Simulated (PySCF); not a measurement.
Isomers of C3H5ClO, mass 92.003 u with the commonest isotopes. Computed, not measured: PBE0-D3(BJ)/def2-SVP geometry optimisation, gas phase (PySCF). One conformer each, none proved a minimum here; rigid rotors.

Problem. Order these by radius of gyration √(Σ m r²/M), smallest first.
A. `[CH3:1][O:2]/[CH:3]=[CH:4]/[Cl:5]` with C1–O2–C3–C4 0°
B. `[CH2:1]=[C:2]([Cl:3])[CH2:4][OH:5]` with C1–C2–C4–O5 126°, C2–C4–O5–H 53°
C. `[O:1]=[CH:2][CH2:3][CH2:4][Cl:5]` with O1–C2–C3–C4 0°, C2–C3–C4–Cl5 180°
D. `[Cl:1][CH:2]1[CH2:3][O:4][CH2:5]1` with Cl1–C2–C3–O4 -126°, C2–C3–O4–C5 9°, C3–O4–C5–C2 -9°, Cl1–C2–C5–O4 126°

Solution. D (1.579 Å), B (1.598 Å), A (1.889 Å), C (1.911 Å).

Problem. Order these by dipole moment, smallest first.
A. `[Cl:1][CH:2]1[CH2:3][O:4][CH2:5]1` with Cl1–C2–C3–O4 -126°, C2–C3–O4–C5 9°, C3–O4–C5–C2 -9°, Cl1–C2–C5–O4 126°
B. `[CH3:1][O:2]/[CH:3]=[CH:4]/[Cl:5]` with C1–O2–C3–C4 0°
C. `[O:1]=[CH:2][CH2:3][CH2:4][Cl:5]` with O1–C2–C3–C4 0°, C2–C3–C4–Cl5 180°
D. `[CH2:1]=[C:2]([Cl:3])[CH2:4][OH:5]` with C1–C2–C4–O5 126°, C2–C4–O5–H 53°

Solution. A (1.19 D), D (1.33 D), C (1.85 D), B (2.18 D).

Problem. Order these by rotational constant B, largest first.
A. `[CH3:1][O:2]/[CH:3]=[CH:4]/[Cl:5]` with C1–O2–C3–C4 0°
B. `[O:1]=[CH:2][CH2:3][CH2:4][Cl:5]` with O1–C2–C3–C4 0°, C2–C3–C4–Cl5 180°
C. `[Cl:1][CH:2]1[CH2:3][O:4][CH2:5]1` with Cl1–C2–C3–O4 -126°, C2–C3–O4–C5 9°, C3–O4–C5–C2 -9°, Cl1–C2–C5–O4 126°
D. `[CH2:1]=[C:2]([Cl:3])[CH2:4][OH:5]` with C1–C2–C4–O5 126°, C2–C4–O5–H 53° (2-chloro-2-propen-1-ol)

Solution. D (3489 MHz), C (2619 MHz), A (1676 MHz), B (1639 MHz).

```tsv
SMILES	point group	Ia (u·Å²)	Ib (u·Å²)	Ic (u·Å²)	κ	μa (D)	μb (D)	μc (D)
CO/C=C/Cl	Cs	28.32	301.46	326.54	-0.98	1.88	1.12	0.00
ClC1COC1	Cs	47.37	192.94	218.28	-0.93	0.07	0.00	1.19
O=CCCCl	Cs	30.60	308.40	332.73	-0.98	0.49	1.78	0.01
C=C(Cl)CO	C1	97.81	144.85	226.95	-0.14	0.61	0.92	0.75
```
